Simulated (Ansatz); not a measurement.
Tetradymite Bi2Te3 was calculated with PBE-D3(BJ) in Ansatz (plane waves, PAW).

Rigid layers of the crystal as relaxed at this level are moved apart or together:

```csv
run,layer repeat (Å),energy against free layers (meV/Å²),gap on the mesh (eV)
1,9.8633,-26.39,0.216
2,10.013,-27.67,0.236
3,10.163,-27.75,0.290
4,10.363,-26.71,0.397
5,10.663,-23.89,0.586
6,11.163,-18.38,0.820
7,12.163,-9.74,0.922
8,14.163,-2.91,0.976
```

The lowest energy of these points lies at a layer repeat of 10.16 Å.

Spin–orbit coupling is not included.

Ansatz is a first-principles code.
